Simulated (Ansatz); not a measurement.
# ClH3Si: the cost of one run

Method: cc-pVTZ, core rule «outside noble gas», up to 10 orbitals frozen; program: Ansatz 0.2.0, Gaussian basis.

To be run: UHF; CCSD(T) on RHF; CCSD(T) on UHF; BCCD(T) on RHF; CCSDT(Q) on RHF; CASSCF and NEVPT2, 2 electrons in 2 orbitals; CASSCF and NEVPT2, 14 electrons in 11 orbitals.

## (1) The system

The geometry derives from fragments relaxed apart (PBE0/def2-TZVP) and kept rigid, so it is no stationary point. A hydrogen atom is moved between rigid fragments.

5 atoms, charge 0, spin multiplicity 1.

Atoms are counted from 1 here; the program's logs count them from 0.

Bond lengths: H2–Si3 1.440 Å, Si3–H4 1.526 Å, Si3–H5 1.526 Å. Angles: H2–Si3–H4 113.7°, H2–Si3–H5 113.7°, H4–Si3–H5 91.2°.

Coordinates:

```xyz
5
charge 0, multiplicity 1
Cl   -1.6335    0.0265    0.0000
H     0.4285    0.0265    0.0000
Si    1.8685    0.0265    0.0000
H     2.4807   -0.8478    1.0900
H     2.4807   -0.8478   -1.0900
```

## (2) UHF

The input, in.yaml:

```yaml
crystal:
  periodic: [false, false, false]
  atoms:
    - {symbol: Cl, position_ang: [-1.633469, 0.026478, 0.000000]}
    - {symbol: H, position_ang: [0.428531, 0.026478, 0.000000]}
    - {symbol: Si, position_ang: [1.868531, 0.026478, 0.000000]}
    - {symbol: H, position_ang: [2.480711, -0.847806, 1.090012]}
    - {symbol: H, position_ang: [2.480711, -0.847806, -1.090012]}
basis:
  gaussian: {orbitals: cc-pVTZ}
magnetization: {spin_polarized: true, initial_magnetization: 0}
hamiltonian: {xc: hf}
output: {orbitals: {seedname: orbitals}}
```

The run is started by

```
ansatz run in.yaml --threads 1 --pin off --events-out ev --progress --plain --max-ram 4096MiB --backend cpu
```

**Question.** How long does this run take on 1 thread of AMD EPYC 7R13, shared host, and how much memory does it need?

About 10 s, with a peak of 0.3 GiB.
